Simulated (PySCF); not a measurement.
**Vibration and rotation of SH⁺**

UHF-CCSD(T) constants of SH⁺, ³Σ⁻ (triplet), unpaired electrons π ↑↑ (H def2-SVP, S def2-SVP; no relativity (PySCF 2.14); masses 1.0078 and 31.9721 u):

* ωe: 2595.4 cm⁻¹
* ωexe: 50.6 cm⁻¹
* Be: 9.1625 cm⁻¹
* αe: 0.277 cm⁻¹
* D (centrifugal): 0.000457 cm⁻¹
* De to H + S⁺: 3.30 eV

(1) Give the vibrational terms G(v) and spacings up to v = 6.

(2) How well does the Morse estimate ωe²/(4ωexe) reproduce De, and what is D0?

Correlated steps freeze 5 core orbitals. Correlated levels converge slowly with the basis: in double zeta they bind strong bonds too weakly, by up to about 1 eV, and carry superposition errors of some tenths. For an ion De counts to the pair picked by the measured ionisation energies or electron affinities, which need not be the lowest pair at this level. The state is the lowest determinant that a PBE0 search found; another state may lie lower at other levels.

Answers

(1) G(v) = ωe(v+½) − ωexe(v+½)².

```
v  G(v) (cm⁻¹)  G(v) − G(v−1)  Bv (cm⁻¹)
0         1285                     9.024
1         3779           2494      8.747
2         6172           2393      8.470
3         8464           2292      8.193
4        10655           2191      7.916
5        12744           2089      7.639
6        14732           1988      7.362
```

(2) It gives 4.13 eV, 125 % of the computed De. D0 = De − G(0) = 3.30 − 0.16 = 3.14 eV.
